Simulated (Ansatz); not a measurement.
# C₃H₅N: up Jacob's ladder to CCSD(T)

One table from this session's results is given with a row withheld; the runs are named, their logs left out.

Computed with Ansatz 0.2.0, Gaussian basis. Level: functionals in def2-TZVPP, the program's frozen cores in correlated methods.

Plan: LDA (SPW92), PBE-D4, revPBE-D4, BLYP-D4, r2SCAN-D4, B97M-V, PBE0-D4, B3LYP-D4, r2SCANh-D4, r2SCAN0-D4, HSE06-D4, BHLYP-D4, CAM-B3LYP-D4, LC-ωPBE, ωB97X-V, ωB97M-V, B2PLYP, PBE-QIDH; CCSD(T)/def2-SVP; CCSD(T)/def2-TZVPP; MP2/def2-QZVPP; extrapolation to the limit; RPA on PBE.

### The geometry

An earlier PBE0-D4 in a triple-zeta def2 set relaxation fixed the geometry.

SMILES `C=C=CN`, 9 atoms, charge 0, spin multiplicity 1.

Atoms are counted from 1 here; the program's logs count them from 0.

Bond lengths: C1–C2 1.302 Å, C1–H5 1.088 Å, C1–H6 1.088 Å, C2–C3 1.307 Å, C3–N4 1.398 Å, C3–H7 1.087 Å, N4–H8 1.009 Å, N4–H9 1.009 Å. Angles: C2–C1–H5 121.8°, C2–C1–H6 121.7°, H5–C1–H6 116.5°, C1–C2–C3 177.9°, C2–C3–N4 126.6°, C2–C3–H7 118.7°, N4–C3–H7 114.5°, C3–N4–H8 113.3°, C3–N4–H9 113.5°, H8–N4–H9 110.8°.

Set-up of the first run:

Input file in.yaml:

```yaml
crystal:
  periodic: [false, false, false]
  atoms:
    - {symbol: C, position_ang: [-0.304687, 1.601408, -0.924785]}
    - {symbol: C, position_ang: [0.123506, 0.491196, -0.397384]}
    - {symbol: C, position_ang: [0.585366, -0.598931, 0.156418]}
    - {symbol: N, position_ang: [-0.014511, -1.329601, 1.186898]}
    - {symbol: H, position_ang: [-0.889198, 1.611742, -1.842037]}
    - {symbol: H, position_ang: [-0.095251, 2.567967, -0.471186]}
    - {symbol: H, position_ang: [1.563120, -0.964769, -0.146686]}
    - {symbol: H, position_ang: [0.106413, -2.326690, 1.091148]}
    - {symbol: H, position_ang: [-0.986259, -1.098522, 1.330614]}
basis:
  gaussian: {orbitals: def2-TZVPP}
hamiltonian: {xc: lda}
output: {orbitals: {seedname: orbitals}}
```

The run is started by

```console
$ ansatz run in.yaml --threads 2 --pin off --events-out ev --progress --plain --max-ram 4352MiB
```

Steps of the session up to this table: LDA; PBE-D4 (GGA); revPBE-D4 (GGA); BLYP-D4 (GGA); r2SCAN-D4 (meta-GGA); B97M-V (meta-GGA); B3LYP-D4 (hybrid); r2SCANh-D4 (hybrid); r2SCAN0-D4 (hybrid); HSE06-D4 (hybrid); BHLYP-D4 (hybrid); CAM-B3LYP-D4 (range-separated); LC-ωPBE (range-separated); ωB97X-V (range-separated); ωB97M-V (range-separated); B2PLYP (double hybrid); PBE-QIDH (double hybrid).

One table of the session follows, with a row left open; its other results are not shown here.

It belongs to the step «Frontier levels by functional». 

| functional | HOMO (eV) | gap (eV) |
| --- | --- | --- |
| LDA (SPW92) | -4.97 | 3.90 |
| PBE-D4 | -4.84 | 3.97 |
| revPBE-D4 | -4.78 | 4.01 |
| BLYP-D4 | -4.72 | 3.95 |
| r2SCAN-D4 | -5.03 | 4.47 |
| B97M-V | -5.09 | 4.53 |
| PBE0-D4 | -6.02 | 6.13 |
| B3LYP-D4 | -5.82 | 5.67 |
| r2SCANh-D4 | -5.48 | 5.27 |
| r2SCAN0-D4 | -6.15 | 6.46 |
| HSE06-D4 | -5.62 | 5.36 |
| BHLYP-D4 | ? | ? |
| CAM-B3LYP-D4 | -7.35 | 8.49 |
| LC-ωPBE | -8.67 | 11.06 |
| ωB97X-V | -8.31 | 10.57 |
| ωB97M-V | -8.22 | 10.21 |

Estimate the missing values for BHLYP-D4.

Worked estimate for «HOMO (eV)». Against the share of exact exchange, BLYP-D4 (0, -4.72), B3LYP-D4 (0.2, -5.82) give a slope of -5.50 per unit share; at 0.5 the line stands at -7.47.

As computed: HOMO (eV): -7.10; gap (eV): 8.17. In «HOMO (eV)» the line misses by -0.37.
